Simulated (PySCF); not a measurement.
H3Si, SMILES [SiH3], multiplicity 2.

The structure is a stationary point at B3LYP-D3(BJ)/def2-TZVPD. The isomer is the one that the SMILES or the coordinates give; other isomers of the formula were not compared.

Calculation: PBE/def2-TZVPD (PySCF).

Computed frontier levels, dipole moment and polarisability:
```yaml
"α spin, highest occupied and lowest empty level": -5.33 and -0.28 eV
"β spin, highest occupied and lowest empty level": -8.58 and -3.50 eV
dipole_moment: 0.02 D
quadrupole, principal values (traceless, Buckingham form, about the centre of nuclear charge): -0.44, 0.22, 0.22 D·Å
mean_static_polarisability: 35.8 bohr³ (5.31 Å³)
polarisability_principal_values: 35.4, 36.0, 36.0 bohr³
"⟨S²⟩": 0.753 (pure state 0.75)
```
